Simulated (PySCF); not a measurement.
F2.

```xyz
2

F      0.0000     0.0000    -0.6991
F      0.0000     0.0000     0.6991
```
Charge 0, spin multiplicity 1.

Geometry: r2SCAN-D4/def2-TZVPD.

All values below come from HF/pcSseg-2 in PySCF. Non-relativistic, no solvent.

Computed absolute GIAO shielding of each atom: isotropic value and principal components (ppm):
| atom | σ(iso) | σ11 | σ22 | σ33 | span |
|---|---|---|---|---|---|
| F1 | -130.9 | -440.6 | -440.6 | 488.6 | 929.2 |
| F2 | -130.9 | -440.6 | -440.6 | 488.6 | 929.2 |
